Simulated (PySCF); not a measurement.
ethane (C2H6), SMILES CC. Atoms are numbered in the order given.

```xyz
8

C      0.0000     0.0000    -0.7616
C      0.0000     0.0000     0.7616
H     -0.8813    -0.5088    -1.1594
H      0.8813    -0.5088    -1.1594
H      0.0000     1.0177    -1.1594
H     -0.8813     0.5088     1.1594
H      0.8813     0.5088     1.1594
H      0.0000    -1.0177     1.1594
```
Charge 0, spin multiplicity 1.

Geometry optimised at r2SCAN-D4/def2-TZVP.

Computed with PBE/pcJ-1 (PySCF).

Isotropic couplings with Fermi-contact, spin-dipole and both spin-orbit terms, one fixed conformer, no vibrational averaging. Isotopes: 13C, 1H.

```
pair   bonds apart  J (Hz)
-----  -----------  ------
C1–C2            1     [?]
C1–H3            1   120.1
C1–H4            1   120.1
C1–H5            1   120.1
C2–H6            1   120.1
C2–H7            1   120.1
C2–H8            1   120.1
C1–H6            2    -3.2
C1–H7            2    -3.2
C1–H8            2    -3.2
C2–H3            2    -3.2
C2–H4            2    -3.2
C2–H5            2    -3.2
H3–H4            2   -12.2
H3–H5            2   -12.2
H4–H5            2   -12.2
H6–H7            2   -12.2
H6–H8            2   -12.2
H7–H8            2   -12.2
H3–H6            3     [?]
H3–H7            3     [?]
H3–H8            3     [?]
H4–H6            3     [?]
H4–H7            3     [?]
H4–H8            3     [?]
H5–H6            3     [?]
H5–H7            3     [?]
H5–H8            3     [?]
```

**Question.** Some entries are withheld; supply them. (Estimate from the structure and the level; the computed values follow.)

**Answer.** 
- C1–C2, J (Hz): 30.7
- H3–H6, J (Hz): 3.8
- H3–H7, J (Hz): 16.5
- H3–H8, J (Hz): 3.8
- H4–H6, J (Hz): 16.5
- H4–H7, J (Hz): 3.8
- H4–H8, J (Hz): 3.8
- H5–H6, J (Hz): 3.8
- H5–H7, J (Hz): 3.8
- H5–H8, J (Hz): 16.5
